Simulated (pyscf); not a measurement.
Addition across a multiple bond or ene-type step: O=W(=O)(OH)–OH + H₂ → O=WH(OH)(OH)–OH

Gas phase, singlet surface, charge 0. Bonds broken: H8–H9. Bonds formed: O1–H8, W2–H9. PySCF, gas phase, ωB97X-D3(BJ)/def2-SVP geometries.

Transition state (Å):

```xyz
9

O     -0.3805     1.6786     1.6904
W     -0.2104     0.2154     0.6474
O      1.2790    -0.5205     0.9610
O     -1.5149    -1.0601     1.1613
O     -0.8454     0.0562    -1.1536
H     -1.3782    -1.8559     1.6886
H     -1.4056    -0.7136    -1.3272
H      0.2124     2.0705     0.6865
H      0.5703     1.6771    -0.2665
```

One imaginary mode, 1605i cm⁻¹; descent along it reached the two sides named.

```
bond   change  reactant side (Å)  saddle  product side
-----  ------  -----------------  ------  ------------
H8–H9  breaks              0.760   1.091         2.340
O1–H8   forms                2.7   1.230         0.960
W2–H9   forms                3.6   1.892         1.717
```

Electronic energies relative to the separated reactants (eV):

```csv
level,barrier,reaction energy,reverse barrier
ωB97X-D3(BJ)/def2-TZVP,1.54,+0.19,1.35
PBE/def2-TZVP,1.40,+0.32,1.07
r²SCAN/def2-TZVP,1.44,+0.25,1.18
B3LYP-D3(BJ)/def2-TZVP,1.58,+0.26,1.31
PBE0-D3(BJ)/def2-TZVP,1.40,+0.15,1.25
M06-2X/def2-TZVP,1.63,+0.23,1.40
ωB97M-D3(BJ)/def2-TZVP,1.55,+0.19,1.36
HF/def2-TZVP,2.06,+0.15,1.91
```

With ωB97M-D3(BJ)/def2-TZVP energies and thermal terms (ideal gas, 1 atm, RRHO with modes under 100 cm⁻¹ raised to 100, one conformer, R ln 2 for chiral ones without a mode under 150 cm⁻¹), in eV:

| T (K) | ΔH‡ | ΔG‡ | ΔH | ΔG |
|---|---|---|---|---|
| 298 | 1.60 | 1.99 | +0.38 | +0.75 |
| 600 | 1.55 | 2.40 | +0.36 | +1.13 |
| 900 | 1.54 | 2.83 | +0.37 | +1.51 |
| 1200 | 1.55 | 3.25 | +0.39 | +1.88 |

At the saddle there is also a short H–W contact that neither side keeps. One saddle was located; it need not be the lowest between these sides. Elements past Kr carry the def2 core potentials, without spin-orbit coupling.
